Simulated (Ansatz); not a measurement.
## How the elastic constant C11 of antifluorite Mg2Ge moves with the method

No measured value is used here.

| level (code) | value (GPa) | cell (Å³/atom) |
|---|---|---|
| LDA (Ansatz) | 120 | 20.70 |
| PBE (Ansatz) | 107 | 22.07 |
| PBEsol (Ansatz) | (withheld) | 21.48 |
| HSE06 (Ansatz) | 120 | 21.66 |

Task: Fill in the missing entries.

Result: 
- PBEsol (Ansatz, a program for electronic structure), value (GPa): 113

Each level is taken at its own relaxed cell. K meshes differ between the levels. Ansatz's density-functional and Hartree–Fock values are scalar-relativistic unless marked +SOC, with PAW data made under PBE.
